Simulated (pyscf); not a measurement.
**Four-centre exchange: water (H₂O) + H₂B–B=O → O=B–BH–OH + hydrogen (H₂)**

Gas phase, singlet surface, charge 0. Bonds broken: O1–H6, B5–H8. Bonds formed: O1–B5, H6–H8. PySCF, gas phase, ωB97X-D3(BJ)/def2-SVP geometries.

Transition state (Å):

```xyz
8

O     -0.8245     0.8128     0.9425
B      0.9443    -0.3651    -0.7809
O      1.9685    -0.3196    -1.4180
H     -1.7823     0.9234     0.9949
B     -0.4950    -0.4635     0.1088
H     -0.4923    -0.3201     1.4905
H     -1.4530    -0.9992    -0.3968
H     -0.1928    -1.2322     1.1850
```

One imaginary mode, 1395i cm⁻¹; descent along it reached the two sides named, in the forms told below.

```json
[
 {"bond": "O1–H6", "change": "breaks", "reactant side (Å)": "0.968", "saddle": "1.302", "product side": "3.3"},
 {"bond": "B5–H8", "change": "breaks", "reactant side (Å)": "1.215", "saddle": "1.357", "product side": "2.9"},
 {"bond": "O1–B5", "change": "forms", "reactant side (Å)": "1.679", "saddle": "1.560", "product side": "1.348"},
 {"bond": "H6–H8", "change": "forms", "reactant side (Å)": "2.488", "saddle": "1.007", "product side": "0.760"}
]
```

Electronic energies relative to the separated reactants (eV):

```tsv
level	barrier	reaction energy	reverse barrier
ωB97X-D3(BJ)/def2-TZVP	0.24	-1.33	1.57
PBE/def2-TZVP	-0.09	-1.41	1.32
r²SCAN/def2-TZVP	0.02	-1.41	1.43
B3LYP-D3(BJ)/def2-TZVP	0.24	-1.38	1.62
PBE0-D3(BJ)/def2-TZVP	0.02	-1.35	1.37
M06-2X/def2-TZVP	0.20	-1.41	1.61
ωB97M-D3(BJ)/def2-TZVP	0.20	-1.35	1.56
HF/def2-TZVP	1.13	-1.13	2.26
```

With ωB97M-D3(BJ)/def2-TZVP energies and thermal terms (ideal gas, 1 atm, RRHO with modes under 100 cm⁻¹ raised to 100, one conformer, R ln 2 for chiral ones without a mode under 150 cm⁻¹), in eV:

```json
[
 {"T (K)": "298", "ΔH‡": "0.20", "ΔG‡": "0.65", "ΔH": "-1.43", "ΔG": "-1.35"},
 {"T (K)": "600", "ΔH‡": "0.18", "ΔG‡": "1.11", "ΔH": "-1.41", "ΔG": "-1.27"},
 {"T (K)": "900", "ΔH‡": "0.19", "ΔG‡": "1.57", "ΔH": "-1.37", "ΔG": "-1.21"},
 {"T (K)": "1200", "ΔH‡": "0.22", "ΔG‡": "2.02", "ΔH": "-1.35", "ΔG": "-1.16"}
]
```

On the reactant side the descent ends in an adduct with a B–O contact, 0.96 eV under the separated species and 1.19 eV under the saddle at ωB97X-D3(BJ)/def2-TZVP. At PBE the saddle lies under the separated reactants, which points to a path from their complex (located at ωB97X-D3(BJ) alone). What is counted as formed (B–O) is already present as a longer contact in the reactant adduct; forming that adduct is a step of its own. At the saddle there is also a short B–H contact that neither side keeps. O=B–BH–OH lies 0.68 eV over its isomer H₂B–O–B=O (electronic energy, ωB97M-D3(BJ)/def2-TZVP). One saddle was located; it need not be the lowest between these sides.
